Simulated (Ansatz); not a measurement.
# Molecular dynamics, step by step

BSiH6Cl, closed shell, BLYP-D4/def2-TZVP (Ansatz 0.2.0). Settings (timestep in fs, temperature in K; T counts 21 degrees of freedom):

```yaml
hamiltonian: {xc: {name: BLYP}, dispersion: d4}
md: {n_steps: 40, timestep: 0.75, temperature: 1500, ensemble: nve, seed: 865, initial_velocities: maxwell_boltzmann}
```

Start, the saddle point found with PBE0-D4 in triple zeta (not stationary at another level):

```csv
atom,x (Å),y (Å),z (Å)
B1,-0.6992,-0.7131,-0.1565
Cl2,-1.8662,0.7657,-1.4517
H3,-0.4774,-1.5353,-0.9898
H4,-1.5171,-0.8785,0.6941
H5,-0.6945,0.8150,-0.7484
Si6,0.9840,0.2668,0.5043
H7,1.5809,-0.8292,1.3192
H8,0.7377,1.4429,1.3817
H9,1.9518,0.6655,-0.5528
```

```
step  time (fs)  potential energy less the start (meV)  kinetic energy (meV)  T (K)
   0       0.00                                    0.0                1357.2   1500
   2       1.50                                   91.7                1267.7   1401
   4       3.00                                  330.7                1031.7   1140
   6       4.50                                  539.4                 824.2    911
   8       6.00                                  645.4                 717.2    793
  10       7.50                                  699.4                 661.9    731
  12       9.00                                  768.2                 593.7    656
  14      10.50                                  808.3                 554.9    613
  16      12.00                                  753.2                 608.4    672
  18      13.50                                  694.7                 663.3    733
  20      15.00                                  790.9                 568.5    628
  22      16.50                                  915.7                 450.2    498
  24      18.00                                  757.8                 603.4    667
  26      19.50                                  540.0                 816.9    903
  28      21.00                                  539.2                 819.7    906
  30      22.50                                  678.5                 683.8    756
  32      24.00                                  776.2                 586.2    648
  34      25.50                                  817.8                 543.4    601
  36      27.00                                  850.9                 512.2    566
  38      28.50                                  782.1                 581.7    643
  40      30.00                                  573.5                 787.9    871
```

Step 12, positions (Å) and forces (eV/Å):

| atom | x | y | z | Fx | Fy | Fz |
| --- | --- | --- | --- | --- | --- | --- |
| B1 | -0.780 | -0.817 | -0.130 | 1.362 | 2.027 | -0.521 |
| Cl2 | -1.901 | 0.798 | -1.494 | 0.736 | -0.516 | 1.063 |
| H3 | -0.277 | -1.629 | -0.796 | -0.141 | -0.445 | -0.706 |
| H4 | -1.470 | -0.973 | 0.764 | -1.059 | -0.307 | 0.781 |
| H5 | -0.801 | 0.777 | -0.236 | 0.039 | -1.240 | -0.741 |
| Si6 | 1.068 | 0.264 | 0.524 | -2.184 | 0.937 | -0.164 |
| H7 | 1.565 | -0.840 | 1.420 | 0.132 | 0.453 | -0.142 |
| H8 | 0.458 | 1.518 | 1.133 | 0.664 | -0.366 | 0.611 |
| H9 | 1.870 | 0.913 | -0.531 | 0.453 | -0.542 | -0.181 |

Step 24, positions (Å) and forces (eV/Å):

```json
{"atom": "B1", "x": "-0.810", "y": "-0.860", "z": "-0.109", "Fx": "-0.583", "Fy": "-2.750", "Fz": "0.092"}
{"atom": "Cl2", "x": "-1.922", "y": "0.819", "z": "-1.518", "Fx": "0.354", "Fy": "-0.887", "Fz": "0.542"}
{"atom": "H3", "x": "-0.293", "y": "-1.731", "z": "-0.797", "Fx": "-0.267", "Fy": "0.647", "Fz": "0.265"}
{"atom": "H4", "x": "-1.637", "y": "-1.187", "z": "0.776", "Fx": "0.742", "Fy": "0.298", "Fz": "-0.892"}
{"atom": "H5", "x": "-0.834", "y": "0.304", "z": "-0.145", "Fx": "0.969", "Fy": "2.736", "Fz": "0.112"}
{"atom": "Si6", "x": "1.100", "y": "0.283", "z": "0.537", "Fx": "-0.765", "Fy": "0.849", "Fz": "-1.072"}
{"atom": "H7", "x": "1.683", "y": "-0.673", "z": "1.480", "Fx": "0.187", "Fy": "-0.452", "Fz": "0.057"}
{"atom": "H8", "x": "0.560", "y": "1.429", "z": "1.297", "Fx": "0.186", "Fy": "0.209", "Fz": "0.086"}
{"atom": "H9", "x": "2.037", "y": "0.793", "z": "-0.613", "Fx": "-0.824", "Fy": "-0.650", "Fz": "0.809"}
```

Step 32, positions (Å) and forces (eV/Å):

```tsv
atom	x	y	z	Fx	Fy	Fz
B1	-0.835	-0.931	-0.095	0.619	2.567	-1.489
Cl2	-1.931	0.823	-1.526	0.844	-0.932	1.028
H3	-0.351	-1.680	-0.836	0.651	-0.119	-0.662
H4	-1.653	-1.280	0.605	-0.935	0.143	1.330
H5	-0.518	0.612	-0.104	-0.362	-1.778	-0.242
Si6	1.101	0.303	0.540	-0.304	0.205	0.991
H7	1.804	-0.649	1.487	-0.518	-0.164	-0.380
H8	0.736	1.438	1.494	0.406	-0.105	-0.647
H9	2.044	0.548	-0.592	-0.401	0.183	0.070
```

Last step (40):

B1  (-0.857, -0.942, -0.121)
Cl2  (-1.932, 0.817, -1.524)
H3  (-0.270, -1.594, -0.983)
H4  (-1.763, -1.265, 0.679)
H5  (-0.311, 0.427, -0.128)
Si6  (1.098, 0.327, 0.555)
H7  (1.770, -0.708, 1.394)
H8  (1.028, 1.444, 1.506)
H9  (1.961, 0.346, -0.602)
(Å)

The run took about 44 s on 2 CPU threads of an Intel Xeon 6975P-C (shared host).
